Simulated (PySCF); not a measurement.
# C2HF3O (SMILES FC1OC1(F)F): MP2/6-311++G(2d,2p)

What is the vertical ionisation energy of C2HF3O at MP2/6-311++G(2d,2p)? Input form: a Python script.

The results are computed with PySCF 2.14.0.

## 1. Starting point

C2HF3O has 7 atoms, charge 0, and is taken as a singlet. SMILES: `FC1OC1(F)F`. Geometry: relaxed at PBE0-D4/def2-TZVP.

Bond lengths: F1–C2 1.334 Å, C2–O3 1.424 Å, C2–C4 1.445 Å, O3–C4 1.366 Å, C4–F5 1.322 Å, C4–F6 1.326 Å, C2–H7 1.086 Å. Some angles: F1–C2–O3 115.2°, F1–C2–C4 119.8°, O3–C2–C4 56.8°, C2–O3–C4 62.4°, C2–C4–O3 60.8°, C2–C4–F5 121.9°, C2–C4–F6 123.1°, O3–C4–F5 116.9°, O3–C4–F6 116.4°, F5–C4–F6 109.4°.

## 2. The energy at MP2/6-311++G(2d,2p)

Input file start.xyz:

```xyz
7
C2HF3O
F     -0.633400    -1.685800     0.231100
C     -0.181400    -0.473900     0.556500
O      1.148600    -0.190200     0.135600
C      0.132100     0.478800    -0.484100
F     -0.069200     0.209600    -1.763100
F      0.091600     1.791700    -0.299600
H     -0.427000    -0.198200     1.577800
```

Input file job.py:

```python
# FC1OC1(F)F
from pyscf import gto, mp

molecule = gto.M(
    atom='start.xyz',
    max_memory=1860,
    verbose=3,
    basis='6-311++g(2d,2p)',
)

calc0 = molecule.RHF()
calc0.conv_tol = 1e-10
calc0.kernel()
if not calc0.converged:
    calc0 = calc0.newton().run(calc0.mo_coeff, calc0.mo_occ)

pt = mp.MP2(calc0, frozen=6).run()
etot = pt.e_tot
print('E = %.10f Eh' % etot)
```

On the command line:

```sh
$ OMP_NUM_THREADS=1 python job.py
```

Log:

```text
converged SCF energy = -449.585838918315
E(RMP2) = -450.759583322133  E_corr = -1.17374440381797
E(SCS-RMP2) = -450.71507425844  E_corr = -1.12923534012441
E = -450.7595833221 Eh
```

It took 18 s on 1 thread of Arm Neoverse V1, shared host; peak memory 1.3 GiB.

## 3. The doublet cation

Input file run.py:

```python
from pyscf import gto, scf, mp

mol = gto.M(
    atom=[
    ('F', (-0.633400, -1.685800, 0.231100)),
    ('C', (-0.181400, -0.473900, 0.556500)),
    ('O', (1.148600, -0.190200, 0.135600)),
    ('C', (0.132100, 0.478800, -0.484100)),
    ('F', (-0.069200, 0.209600, -1.763100)),
    ('F', (0.091600, 1.791700, -0.299600)),
    ('H', (-0.427000, -0.198200, 1.577800)),
],
    verbose=4,
    charge=1,
    max_memory=1860,
    spin=1,
    basis='6-311++g(2d,2p)',
)

myscf = scf.UHF(mol)
myscf.conv_tol = 1e-10
myscf.kernel()
if not myscf.converged:
    myscf = myscf.newton().run(myscf.mo_coeff, myscf.mo_occ)

pt = mp.MP2(myscf, frozen=6).run()
energy = pt.e_tot
print('Final energy', energy)
```

On the command line:

```sh
$ OMP_NUM_THREADS=1 python run.py
```

Log:

```text
PySCF version 2.14.0

[... 151 lines left out ...]
converged SCF energy = -449.139128676273  <S^2> = 0.77015055  2S+1 = 2.02005
[... 1 line left out ...]
******** <class 'pyscf.mp.ump2.UMP2'> ********
nocc = (np.int64(18), np.int64(17)), nmo = (166, 166)
frozen orbitals 6
E(UMP2) = -450.294223733645  E_corr = -1.15509505737202
E(SCS-UMP2) = -450.248158835002  E_corr = -1.109030158729
E_corr(same-spin) = -0.319712203981646
E_corr(oppo-spin) = -0.835382853390377
Final energy -450.2942237336451
```

Wall time 75 s (1 thread of Arm Neoverse V1, shared host); peak memory 1.8 GiB.

## 4. What came out

At MP2/6-311++G(2d,2p), 6 core orbitals frozen:

| quantity | value |
| --- | --- |
| singlet C2HF3O: total energy | -450.75958 Eh |
| singlet C2HF3O: dipole moment (Hartree–Fock density) | 2.16 D |
| singlet C2HF3O: HOMO energy (Hartree–Fock orbitals) | -13.67 eV |
| singlet C2HF3O: LUMO energy (Hartree–Fock orbitals) | 1.11 eV |
| singlet C2HF3O: HOMO–LUMO gap (Hartree–Fock orbitals) | 14.78 eV |
| singlet C2HF3O: correlation energy (6 core orbitals frozen) | -1173.7 mEh |
| doublet cation: total energy | -450.29422 Eh |
| doublet cation: HOMO energy (Hartree–Fock orbitals) (highest over α and β) | -23.05 eV |
| doublet cation: LUMO energy (Hartree–Fock orbitals) (lowest over α and β) | -10.61 eV |
| doublet cation: correlation energy (6 core orbitals frozen) | -1155.1 mEh |
| doublet cation: ⟨S²⟩ of the reference determinant | 0.770 |
| vertical ionisation energy (to the doublet cation) | 12.663 eV |

Removing an electron at fixed nuclei costs 12.66 eV (1222 kJ/mol).
